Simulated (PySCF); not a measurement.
H2Si, SMILES [SiH2] (connectivity only; charge and spin as stated), charge +1, multiplicity 2.

Geometry: PBE0-D3(BJ)/def2-TZVPD. The isomer is the one that the SMILES or the coordinates give; other isomers of the formula were not compared.

The numbers are results of PySCF 2.14.0 with PBE0-D3(BJ)/def2-TZVPD, not measurements.

Frequencies are harmonic and unscaled.

Computed normal modes with their intensities:
| mode | ν (cm⁻¹) | IR (km/mol) | moving atoms (share of kinetic energy) |
|---|---|---|---|
| 1 | 898 | 34.8 | H 95 % |
| 2 | 2154 | 4.1 | H 98 % |
| 3 | 2236 | 1.7 | H 95 % |
